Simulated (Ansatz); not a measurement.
bcc Fe

Calculation: r²SCANh (plane waves, PAW; Ansatz, a quantum-chemistry and plane-wave program).

Numerical settings: plane-wave cutoff 520 eV, 16×16×16 k mesh, Fermi–Dirac smearing 0.05 eV, spin-polarised with parallel moments, scalar-relativistic PAW data made under PBE.

Cell: relaxed at this level.

For bcc Fe, the volume per atom is 12.05 Å³/atom and the bulk modulus is 159 GPa. The lattice constant a is 2.889 Å. The magnetic moment per atom (the cell's total over its atoms) is 2.81 μB.

Measured, for comparison: equilibrium volume per atom 11.61 Å³/atom, lattice constant a 2.853 Å (static lattice: zero-point anharmonic expansion removed; as tabulated in Mejia-Rodriguez and Trickey (2018), arXiv:1807.09216); bulk modulus 174 GPa (corrected for temperature and zero-point phonon effects, our sources range from 170 to 175; as tabulated in Levämäki et al. (2014), arXiv:1402.3671). Computed (rounded) less measured: equilibrium volume per atom +3.8 %, bulk modulus -9 % (-6 % to -9 % over the range), lattice constant a +1.3 %.

Moments are spin moments.

Static lattice: no zero-point or thermal effects.

Computing time: about 80 core-minutes (a rough figure).
